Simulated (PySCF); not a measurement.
# PH4F, cut into parts across a bond: interaction energy

An exercise on one series of results from a longer session: the logs are not shown, and one member is left open.

Programs: PySCF 2.14.0. All values are calculated, for the isolated system unless a continuum is named. Atoms count from 0, parts from 1.

## The system as given

6 atoms, charge 0, multiplicity 1; geometry: GFN2-xTB. Parts: 1 = atoms 0–4, `[PH4+]`, charge 1; 2 = atom 5, `[F-]`, charge -1. In the given geometry P0 and F5 of different parts are bonded (1.78 Å), so values for the parts refer to these atom groups.

Set-up of the first run:

The job: settings as JSON, then the geometry in Å.

```
{"job": {"xc": "PBE0", "basis": "def2-TZVPD", "d3": "d3bj", "grid": 3, "kind": "geom", "shake": 0.01}, "charge": 0, "multiplicity": 1, "parts": [{"atoms": "0-4", "charge": 1, "multiplicity": 1}, {"atoms": "5-5", "charge": -1, "multiplicity": 1}]}
P      0.077730     0.291872    -0.161411
H      0.415678    -0.211842     1.126178
H     -0.778317    -0.733748    -0.498557
H     -0.462184     1.469370     0.323883
H      1.335637     0.335864    -0.654089
F     -0.389202     0.961162    -1.744618
```

On the command line:

```sh
> OMP_NUM_THREADS=1 python cluster_run.py task.json out
```

This one command runs all jobs of the session in turn.

Steps of the session up to this table: Optimising the geometry at PBE0-D3(BJ)/def2-TZVPD; Coupled-cluster interaction energy: CCSD(T) and MP2, 1.68 Å; Coupled-cluster interaction energy: CCSD(T) and MP2, 1.77 Å; Coupled-cluster interaction energy: CCSD(T) and MP2, 1.85 Å; Coupled-cluster interaction energy: CCSD(T) and MP2, 1.60 Å; Coupled-cluster interaction energy: CCSD(T) and MP2, 2.10 Å; Coupled-cluster interaction energy: CCSD(T) and MP2, 1.51 Å; Coupled-cluster interaction energy: CCSD(T) and MP2, 2.52 Å; Coupled-cluster interaction energy: CCSD(T) and MP2, 3.36 Å.

One of the session's tables, all rows but one given; the rest of the session is left out.

It belongs to the step «Coupled-cluster interaction energy: CCSD(T) and MP2, 3.36 Å». 

| method | interaction energy (kcal/mol) |
| --- | --- |
| HF/aug-cc-pVDZ | -101.69 |
| MP2/aug-cc-pVDZ | ? |
| CCSD/aug-cc-pVDZ | -102.66 |
| CCSD(T)/aug-cc-pVDZ | -103.42 |
| HF/aug-cc-pVQZ | -102.55 |
| MP2/aug-cc-pVQZ | -103.90 |
| SCS-MP2/aug-cc-pVQZ | -103.81 |
| MP2, extrapolated | -103.92 |
| CCSD(T), limit estimate | -104.54 |

**Question.** Estimate the row for MP2/aug-cc-pVDZ.

**Answer.** interaction energy (kcal/mol): -102.80. In the column «interaction energy (kcal/mol)» it lies between CCSD(T)/aug-cc-pVDZ (-103.42) and CCSD/aug-cc-pVDZ (-102.66).

A test (T1, the size of the triples or of CCSD(T) less MP2, charge moved between the parts) flags this point.

To keep in mind: A test (T1 over 0.02, large triples or CCSD(T) less MP2, charge moved between the parts) flags the points at 2.52, 3.36 Å, so these are not to be taken as benchmarks.
